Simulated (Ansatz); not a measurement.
Two shapes of doublet C₂H₄O(+).

Shape 1:

```xyz
7

C     0.2881   -0.2978   -0.1996
O     1.1454    0.4792    0.0442
C    -1.1597   -0.1060    0.1466
H     0.5273   -1.2444   -0.7184
H    -1.3047    0.8488    0.6483
H    -1.7633   -0.1452   -0.7630
H    -1.4943   -0.9217    0.7916
```

Shape 2:

```xyz
7

C    -0.3986   -0.1819    0.1345
O    -0.5107    0.7706    0.8574
C     0.7584   -0.4290   -0.7849
H    -1.1943   -0.9747    0.1096
H     1.4928    0.3835   -0.7069
H     1.2314   -1.3934   -0.5365
H     0.3968   -0.5154   -1.8228
```

Basis set: def2-SVP (spherical functions). Correlated methods keep 3 orbitals frozen. Charge 1, multiplicity 2.

Computed with Ansatz (development build ahead of 0.2.0); each method stands on the lowest determinant of its kind that the runs found.

(1) Which shape is lower in energy, and by how much in each method?

Answers

(1)

```
             method  E(2) − E(1) (eV)
                UHF             0.000
            UHF-MP2            -0.010
PBE0 (unrestricted)            -0.015
```

Shape 2 is lower, bar methods that put the two within 0.005 eV.
